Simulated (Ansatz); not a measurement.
This script for the Python package of Ansatz (0.2.0) starts 5 runs on AlH₃OS, SMILES [OH][AlH][SH]. What input does the engine get in each?

`relaxed_scan.py`
```python
"""One bond of AlH3OS held at set lengths while the rest relaxes."""

import ansatz as az
import numpy as np

BASIS_SET = "def2-SVP"
XC = "B3LYP"


def main() -> None:
    geometry_ang = [
        ("O", [-1.1825, -0.9899, -0.8237]),
        ("Al", [0.1024, 0.2238, -0.3835]),
        ("S", [0.6128, 0.5433, 1.7826]),
        ("H", [-1.9788, -0.3821, -0.8416]),
        ("H", [0.8901, 1.0185, -1.5407]),
        ("H", [1.5981, -0.4776, 1.7607]),
    ]
    alh3os = az.Crystal.molecule()
    for symbol, xyz in geometry_ang:
        alh3os = alh3os.atom(symbol, xyz)

    calc = alh3os.calculation().basis(gaussian=BASIS_SET).functional(XC)
    symbols = [site.symbol for site in alh3os.cartesian_sites]
    pairs = [(0, 1), (0, 3), (1, 2), (1, 4), (2, 5)]
    print("held (A)   E (eV)        ", "  ".join(f"{symbols[i]}{i}-{symbols[j]}{j}" for i, j in pairs))
    for length in [1.48, 1.61, 1.74, 1.93, 2.17]:
        report = calc.relax(constraints=[az.DistanceConstraint((1, 4), at=length)], force_tolerance=0.02, max_steps=60).run(threads=1, pin="off").report
        xyz = np.array(report["positions_ang"])
        print(f"{length:6.2f} {report['free_energy_ev']:14.5f}  ", "  ".join(f"{np.linalg.norm(xyz[i] - xyz[j]):.3f}" for i, j in pairs))


if __name__ == "__main__":
    main()
```

Run 1:
```yaml
crystal:
  periodic: [false, false, false]
  atoms:
    - { symbol: O, position_ang: [-1.1825, -0.9899, -0.8237] }
    - { symbol: Al, position_ang: [0.1024, 0.2238, -0.3835] }
    - { symbol: S, position_ang: [0.6128, 0.5433, 1.7826] }
    - { symbol: H, position_ang: [-1.9788, -0.3821, -0.8416] }
    - { symbol: H, position_ang: [0.8901, 1.0185, -1.5407] }
    - { symbol: H, position_ang: [1.5981, -0.4776, 1.7607] }
basis:
  gaussian:
    orbitals: def2-SVP
hamiltonian:
  xc: b3lyp
relax:
  f_tol: 0.02
  max_steps: 60
  constraints:
    - { distance: [1, 4], at: 1.48 }
```

Run 2, against run 1:
```diff
-    - { distance: [1, 4], at: 1.48 }
+    - { distance: [1, 4], at: 1.61 }
```

Run 3, against run 1:
```diff
-    - { distance: [1, 4], at: 1.48 }
+    - { distance: [1, 4], at: 1.74 }
```

Run 4, against run 1:
```diff
-    - { distance: [1, 4], at: 1.48 }
+    - { distance: [1, 4], at: 1.93 }
```

Run 5, against run 1:
```diff
-    - { distance: [1, 4], at: 1.48 }
+    - { distance: [1, 4], at: 2.17 }
```

```console
$ python relaxed_scan.py
held (A)   E (eV)         O0-Al1  O0-H3  Al1-S2  Al1-H4  S2-H5
DeckWarning: relax.constraints: the input's atoms, or those drawn, lie off the distances that are held; a relaxation that starts there is brought onto them ahead of its first SCF, by positions alone, [...]
  1.48   -19524.58425   1.701  0.960  2.200  1.480  1.354
  1.61   -19524.63552   1.700  0.960  2.198  1.610  1.354
  1.74   -19524.47837   1.698  0.961  2.195  1.740  1.355
  1.93   -19524.09530   1.701  0.962  2.181  1.930  1.355
  2.17   -19523.45252   1.694  0.961  2.180  2.170  1.355
```
(Warnings from the package without file and line, shortened, repeats left out.)

What to keep in mind:
- Total energies depend on the basis set; only differences at equal settings carry meaning.
- The energies are electronic: no zero-point or thermal terms, and the basis set is short of its limit.
- b3lyp holds the VWN-RPA fit, as in Gaussian; the form of ORCA and Turbomole is b3lyp5.
- It ran for 2.2 min on 1 thread of Intel(R) Xeon(R) Platinum 8375C CPU @ 2.90GHz (Ice Lake), with other jobs on the host, peak memory 0.23 GiB.
